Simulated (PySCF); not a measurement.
# Helium: a sound run and one with changed settings

Sound run: He 1s2, He⁺ 1s1. All numbers are calculated (PySCF 2.14, scalar relativity by spin-free X2C-1e, in jorge-DZP-DKH (2s1p, 5 functions)). The sound run starts from symmetry-adapted Hartree-Fock orbitals and uses a fine grid where one is needed.

Changed run: radial step 0.5 in ln r (0.13 in the sound run). This setting is unsound on purpose.

```json
{"species": "He", "method": "UHF", "sound run (hartree)": "-2.85525", "changed run (hartree)": "-2.85525", "converged": "yes"}
{"species": "He", "method": "r2SCAN", "sound run (hartree)": "-2.89761", "changed run (hartree)": "-2.89731", "converged": "yes"}
{"species": "He", "method": "PBE0", "sound run (hartree)": "-2.88782", "changed run (hartree)": "-2.88804", "converged": "yes"}
{"species": "He⁺", "method": "UHF", "sound run (hartree)": "-1.99370", "changed run (hartree)": "-1.99370", "converged": "yes"}
{"species": "He⁺", "method": "r2SCAN", "sound run (hartree)": "-1.99461", "changed run (hartree)": "-1.99419", "converged": "yes"}
{"species": "He⁺", "method": "PBE0", "sound run (hartree)": "-1.99129", "changed run (hartree)": "-1.99112", "converged": "yes"}
```

Ionisation energy of He:

```
method  sound run (eV)  changed run (eV)
   UHF          23.444            23.444
r2SCAN          24.572            24.575
  PBE0          24.396            24.407
```

A coarse radial grid mis-integrates the density and the exchange-correlation energy, with errors of either sign; Hartree-Fock needs no grid.

For comparison, NIST gives 24.587 eV between the lowest levels.
